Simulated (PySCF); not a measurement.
## `C=N/C=C\[S-]`: 4 charge schemes on one density

C3H4NS (charge -1).
Cartesian coordinates in Å at the PBE0-D3(BJ)/def2-SVP level; atoms count from 1:
```
atom  x, y, z in Å
C1     1.7651    0.0128   -0.4803
N2     0.5708    0.3892   -0.2058
C3    -0.4670   -0.4869   -0.1704
C4    -1.7834   -0.1555    0.1139
S5    -2.5226    1.3170    0.4847
H6     2.0348   -1.0438   -0.7054
H7     2.5829    0.7482   -0.5014
H8    -0.2498   -1.5545   -0.3863
H9    -2.4407   -1.0467    0.0810
```

Density: PBE0/pcSseg-1 (PySCF); schemes: Mulliken, IAO, Hirshfeld and ESP-fitted. One conformer (not necessarily the lowest) at the PBE0-D3(BJ)/def2-SVP geometry, without solvent, vibrations or thermal averaging. The pcSseg-1 basis has no diffuse functions, a weakness for an anion.

Problem. Tabulate the Mulliken, IAO, Hirshfeld and ESP-fitted charges.

Solution. In e:

```tsv
atom	environment	Mulliken	IAO	Hirshfeld	ESP-fitted
C1	imine carbon	-0.117	-0.251	-0.110	-0.197
N2	imine nitrogen	-0.323	-0.215	-0.162	-0.358
C3	carbon bonded to C, N and H	-0.051	-0.168	-0.107	+0.216
C4	alkene CH carbon	-0.223	-0.230	-0.105	-0.252
S5	sulfur bonded to C	-0.455	-0.466	-0.497	-0.588
H6	hydrogen on a C=N carbon	+0.021	+0.059	-0.009	+0.050
H7	hydrogen on a C=N carbon	+0.068	+0.110	+0.007	+0.084
H8	hydrogen on C3	+0.006	+0.060	-0.014	-0.052
H9	vinylic hydrogen	+0.075	+0.101	-0.002	+0.097
```

Mean size of the charges over all atoms: ESP-fitted 0.210 e, IAO 0.184 e, Mulliken 0.149 e, Hirshfeld 0.113 e. Each set sums to the total charge, -1, to within 0.001 e. The IAO scheme projects the occupied orbitals on a minimal set of polarised atomic orbitals and counts the electrons in each atom's part of it. The Hirshfeld scheme divides the density at each point in proportion to the densities of the neutral, spherically averaged free atoms.

Lowest charge. All schemes agree: Mulliken S5 (-0.455); IAO S5 (-0.466); Hirshfeld S5 (-0.497); ESP-fitted S5 (-0.588).

Highest charge. The schemes don't all agree: Mulliken H9 (+0.075); IAO H7 (+0.110); Hirshfeld H7 (+0.007); ESP-fitted C3 (+0.216).

Problem. Sum the charges by element, for elements with more than one atom.

Solution. 
| element | atoms | Mulliken | IAO | Hirshfeld | ESP-fitted |
| --- | --- | --- | --- | --- | --- |
| C | 3 | -0.392 | -0.650 | -0.322 | -0.233 |
| H | 4 | +0.170 | +0.330 | -0.019 | +0.179 |

Problem. How many electrons does the Hirshfeld scheme count on S5?

Solution. Z − q = 16 − (-0.497) ≈ 16.498.

The run behind these numbers computed NMR shieldings as well. Time: 6.4 s of wall time. Hardware: one thread of an Arm Neoverse V2 (shared host).
